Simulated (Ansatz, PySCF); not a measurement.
This Ansatz (a quantum-chemistry and plane-wave program) input computes a PBE0/def2-TZVPD energy:

Ansatz 0.2 input:
```yaml
crystal:
  periodic: [false, false, false]
  atoms:
    - {symbol: O, position_ang: [0.13599357, 0.55950266, -0.34160035]}
    - {symbol: O, position_ang: [-0.15958912, -0.65619836, 0.39793467]}
    - {symbol: H, position_ang: [1.05373037, 0.81572862, -0.07966861]}
    - {symbol: H, position_ang: [-0.34774107, -1.27257644, -0.34513535]}
    - {symbol: H, position_ang: [-0.51722487, 1.23041339, -0.02587059]}
basis:
  gaussian:
    orbitals: def2-TZVPD
hamiltonian:
  xc: {name: PBE0}
total_charge: 1
output: {forces: true}
```

### Question
Write an input for the same energy in PySCF and say what it gives.

### Answer

```python
from pyscf import gto, scf, dft

mol = gto.M(
    atom='''
    O     0.13599357    0.55950266   -0.34160035
    O    -0.15958912   -0.65619836    0.39793467
    H     1.05373037    0.81572862   -0.07966861
    H    -0.34774107   -1.27257644   -0.34513535
    H    -0.51722487    1.23041339   -0.02587059
    ''',
    basis='def2-tzvpd',
    charge=1,
    spin=0,
    verbose=4,
)

mf = dft.RKS(mol, xc='pbe0').density_fit(auxbasis='def2-universal-jkfit')
mf.grids.level = 3
mf.conv_tol = 1e-9
mf.max_cycle = 100
mf.max_memory = 1500
mf.kernel()
if not mf.converged:
    mf = mf.newton()
    mf.kernel(mf.make_rdm1())
mf.analyze()
```
It gives -151.72315 Eh, and Ansatz -151.72309 Eh, a difference of 0.06 mEh, from the treatment of integrals and grids.

It need not be the lowest isomer of its formula.
